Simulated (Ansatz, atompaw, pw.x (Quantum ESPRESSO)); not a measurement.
# hydrogen: one change to the PAW (atompaw) potential, in the atom and in the bcc crystal

* Element: hydrogen (H)
* Generator: atompaw 4.2.0.5
* Type: PAW
* Functional: PBEsol
* Relativity: scalar-relativistic
* Frozen core: none
* Valence charge: 1
* Reference configuration: 1s1
* Partial waves: 1s (bound): rc 1.35 bohr; 1s channel at 0.75 Ry: rc 1.35 bohr; 2p channel at 0.05 Ry: rc 1.00 bohr
* Local potential: bessel scheme, radius 1.00 bohr
* Core correction: none
* Augmentation charge: besselshape compensation charge, radius 1.20 bohr; PAW radius 1.35 bohr; waves and projectors: custom polynom2 7 10 vanderbiltortho

Change: local potential bessel scheme, radius 1.10 bohr.

Cutoffs, loose and tight: the cutoffs (Ry, on a coarse ladder) from which the occupation-weighted sum of valence levels, in a spherical-Bessel basis at the reference potential, stays within 10 and 1 mRy of its value at 400 Ry. They see the waves, projectors and local potential, not the compensation charge or the core.

Crystal test: bcc H in pw.x 7.5, no spin, 18³ k-points, Fermi–Dirac smearing 0.01 Ry, cutoffs set for each file from its atomic test. The reference is all-electron LAPW (Ansatz 0.2.0) with the same functional, mesh and smearing; V0 and B0 come from Birch–Murnaghan fits to the pressures at five volumes. Errors are pseudo minus all-electron; Δ is the rms difference of the E(V) curves that follow from these fits, minima aligned, over ±6 % about the mean V0. Mesh and smearing are coarse, so the numbers serve the comparison and aren't converged zero-temperature values; the lattice is a test structure that the element need not adopt.

All-electron: a0 = 1.799 Å (V0 = 2.91 Å³/atom), B0 = 114.0 GPa.

Q: Does the change bring the crystal closer to the all-electron result?

A: The mean pressure error goes from +0.28 to +0.42 GPa, so the change moves the solid further from the all-electron pressures.

```csv
quantity,base,changed
outcome (atom),generated,generated
"cutoff, loose (atom)",10 Ry,10 Ry
"cutoff, tight (atom)",18 Ry,18 Ry
bound ghosts (atom),none,none
cutoffs in pw.x (Ry),40/400,40/400
a0 (Å),1.801,1.802
a0 error (%),+0.09,+0.13
B0 error (%),+0.0,+0.0
Δ (meV/atom),0.2,0.3
mean pressure error (GPa),+0.28,+0.42
```

 The atomic cutoffs weigh occupied waves only.
